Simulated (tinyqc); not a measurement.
Geometry optimisation on the UHF/sto-3g surface (energies and gradients from PySCF), for LiH+, spin multiplicity 2, step by step. Computed by tinyqc, a small Python program that keeps every step (integrals from PySCF). Settings: charge = 1, multiplicity = 2, basis = sto-3g, optimiser = bfgs, first Hessian = 0.15, largest step = 0.1, iteration cap = 30. Command: `OMP_NUM_THREADS=1 python tinyqc.py 27996 27997 out.jsonl` (the two numbers bound the seeds that draw the settings). One thread of a shared host (Intel(R) Xeon(R) Processor @ 2.60GHz), about 0.5 s of CPU time with the checks.

## Step 1: energy and gradient

positions at the start (bohr), order 1Li, 2H:
```
[[0.0000, 0.0000, 0.0000],
 [0.0000, 0.0000, 2.8421]]
```

Self-consistent energy and analytic gradient at these positions.

energy = -7.607551 hartree

gradient (hartree/bohr), order 1Li, 2H:
```
[[0.000000, 0.000000, 0.042570],
 [0.000000, 0.000000, -0.042570]]
```

## Step 1: move

Quasi-Newton step p = -H^(-1) g (first H = 0.15 times the unit matrix); steps longer than 0.1 bohr are cut back (factor 0.249 here).

positions after step 1 (bohr), order 1Li, 2H:
```
[[0.0000, 0.0000, -0.0707],
 [0.0000, 0.0000, 2.9129]]
```

## Step 2: energy and gradient

As before.

energy = -7.612750 hartree

gradient (hartree/bohr), order 1Li, 2H:
```
[[0.000000, 0.000000, 0.031356],
 [0.000000, 0.000000, -0.031356]]
```

## Step 2: move

inverse Hessian in use (bohr^2/hartree):
```
[[6.6667, 0.0000, 0.0000, 0.0000, 0.0000, 0.0000],
 [0.0000, 6.6667, 0.0000, 0.0000, 0.0000, 0.0000],
 [0.0000, 0.0000, 6.4860, 0.0000, 0.0000, 0.1807],
 [0.0000, 0.0000, 0.0000, 6.6667, 0.0000, 0.0000],
 [0.0000, 0.0000, 0.0000, 0.0000, 6.6667, 0.0000],
 [0.0000, 0.0000, 0.1807, 0.0000, 0.0000, 6.4860]]
```

Quasi-Newton step p = -H^(-1) g (the inverse Hessian comes from BFGS updates; coordinates in the order x, y, z of each atom); steps longer than 0.1 bohr are cut back (factor 0.358 here).

positions after step 2 (bohr), order 1Li, 2H:
```
[[0.0000, 0.0000, -0.1414],
 [0.0000, 0.0000, 2.9836]]
```

## Convergence

Stop when the largest gradient component is below 3e-5 hartree/bohr. The inverse Hessian follows the BFGS update with s = step, y = change of gradient.

Course of the optimisation:
```
step  E (hartree)  largest gradient (hartree/bohr)
1       -7.607551                         4.26e-02
2       -7.612750                         3.14e-02
3       -7.616522                         2.23e-02
4       -7.619144                         1.50e-02
5       -7.620838                         9.16e-03
6       -7.621789                         4.47e-03
7       -7.622143                         9.14e-04
8       -7.622161                         1.26e-04
9       -7.622161                         4.43e-06
```

Final distances (angstrom):
```
pair    distance
2H-1Li    1.9708
```

Converged in 9 steps.
